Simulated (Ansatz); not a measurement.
Reaction: H5SiPO (SMILES O[SiH2]P) → H3SiO (SMILES O[SiH2], doublet) + PH2 (SMILES [PH2], doublet) (the P-Si bond breaks)
Each species at its own B3LYP-D3(BJ)/def2-TZVP minimum (Ansatz, a quantum-chemistry and plane-wave program), one conformer.

Wanted: bond dissociation energy (electronic), in kcal/mol. Open shells are spin-unrestricted; no spin-orbit coupling. CBS(X,Y): correlation extrapolated as X^-3, Hartree-Fock from the larger set. A bracket is a step between two methods taken in the basis named. The functionals are non-relativistic, so their misses hold any scalar relativity. Double hybrids freeze cores in their MP2 part. '+ core + X2C': CCSD(T) terms for core correlation (cc-pwCVTZ, 1s frozen past Ne) and scalar relativity (cc-pVTZ-DK).

CCSD(T)/CBS(cc-pV(T+d)Z,cc-pV(Q+d)Z) + [CCSDT(Q) - CCSD(T)]/cc-pV(D+d)Z + core + X2C (Ansatz) gives 77.5 kcal/mol.

Problem. What does PBE/def2-TZVPD (Ansatz) give here, and how do the other levels compare?

Solution. PBE gives 72.7 kcal/mol, 4.8 kcal/mol below it. Differences of the others: r2SCAN/def2-TZVPD (Ansatz) -6.1; B3LYP/def2-TZVPD (Ansatz) -8.2; wB97M-V/def2-TZVPD (Ansatz) 0.0; B2PLYP/def2-TZVPD (Ansatz) -5.5; CCSD(T)/CBS(cc-pV(T+d)Z,cc-pV(Q+d)Z) + core + X2C (Ansatz) -0.1 kcal/mol. Nearer than PBE: wB97M-V/def2-TZVPD, CCSD(T)/CBS(cc-pV(T+d)Z,cc-pV(Q+d)Z) + core + X2C.
